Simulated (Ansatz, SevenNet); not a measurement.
## How well does each level of theory give the elastic constant C44 of zinc-blende InSb?

Reference value: 31.3 GPa (measured, low temperature, and its 300 K set is 66.7, 36.5, 30.2 (Ioffe); as tabulated in Buckeridge et al. (2019), arXiv:1907.13063).

**Question.** What do SevenNet-0, LDA+SOC, PBE, PBE-D3(BJ), r²SCAN give, and how far is each from the reference?

**Answer.** 
| level (code) | value (GPa) | cell (Å³/atom) | difference (%) |
|---|---|---|---|
| SevenNet-0 | 15.2 | 36.51 | -51 |
| LDA+SOC (Ansatz) | 29.0 | 33.53 | -7.3 |
| PBE (Ansatz) | 25.6 | 36.51 | -18.2 |
| PBE-D3(BJ) (Ansatz) | 26.7 | 35.03 | -14.7 |
| r²SCAN (Ansatz) | 29.6 | 35.22 | -5.4 |

Of the ranked levels r²SCAN (-5.4 %) comes nearest. Among them SevenNet-0 (-51 %) misses by most. All 5 levels lie below the reference.

The measured value isn't corrected to a static lattice, so vibrations enter the comparison.  LDA+SOC, PBE, PBE-D3(BJ), r²SCAN: the solid has no gap at this level, which affects its response. PBE-D3(BJ): the dispersion coefficients are held fixed in the derivatives. Each level is taken at its own relaxed cell. Cutoffs differ between the levels. Ansatz's density-functional and Hartree–Fock values are scalar-relativistic unless marked +SOC, with PAW data made under PBE.

Machine-learned potentials (SevenNet-0) are trained on DFT data: a solid inside that data is no test of them.

Differences are worked out from the printed values.

Ansatz is an electronic-structure program.
